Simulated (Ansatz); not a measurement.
Geometry optimisation, RKS BHLYP-D4/def2-SVP in Ansatz 0.2.0.

Input:

```yaml
crystal:
  periodic: [false, false, false]
  atoms:
    - { symbol: C, position_ang: [1.89564, 0.54234, -1.24043] }
    - { symbol: C, position_ang: [0.81671, 0.68085, -0.73608] }
    - { symbol: S, position_ang: [-0.77692, 0.88454, -0.12864] }
    - { symbol: C, position_ang: [-1.0508, -0.76706, 0.5869] }
    - { symbol: H, position_ang: [2.86169, 0.42038, -1.6484] }
    - { symbol: H, position_ang: [-0.38607, 1.50659, 1.02066] }
    - { symbol: H, position_ang: [-1.95397, -0.72328, 1.192] }
    - { symbol: H, position_ang: [-1.20488, -1.46496, -0.23368] }
    - { symbol: H, position_ang: [-0.2014, -1.0794, 1.18767] }
total_charge: 1
basis:
  gaussian: { orbitals: def2-SVP }
hamiltonian:
  xc: { name: BHLYP }
  dispersion: d4
relax:
  f_tol: 0.02
  max_steps: 40
scf:
  lower_state_search: "off"
```

Launched with:

```bash
$ ansatz run input.yaml --threads 1 --pin off --max-ram 2048MiB --backend cpu --events-out ev --progress --plain --runs-dir out
```

Task: Where does it end, and by what steps?

Result: It converged. Limits of this set-up: the dipole of an ion depends on the origin. After 4 steps the energy has fallen by 0.077 eV; H5 moved furthest, 0.12 Å.

```json
{"step": "0", "energy less start (eV)": "0.0000", "largest force component (eV/Å)": "1.384", "accepted": "yes"}
{"step": "1", "energy less start (eV)": "-0.0657", "largest force component (eV/Å)": "0.594", "accepted": "yes"}
{"step": "2", "energy less start (eV)": "-0.0757", "largest force component (eV/Å)": "0.097", "accepted": "yes"}
{"step": "3", "energy less start (eV)": "-0.0765", "largest force component (eV/Å)": "0.034", "accepted": "yes"}
{"step": "4", "energy less start (eV)": "-0.0771", "largest force component (eV/Å)": "0.012", "accepted": "yes"}
```

```xyz
9
Properties=species:S:1:pos:R:3
C 1.928 0.570 -1.267
C 0.862 0.661 -0.727
S -0.694 0.827 -0.100
C -1.076 -0.799 0.617
H 2.885 0.486 -1.747
H -0.415 1.520 1.027
H -2.020 -0.675 1.151
H -1.202 -1.475 -0.228
H -0.268 -1.115 1.274
```

Run time: 22 s on 1 thread of Intel(R) Xeon(R) Processor @ 2.50GHz (Skylake/Cascade Lake) (shared host), peak memory 0.15 GiB.
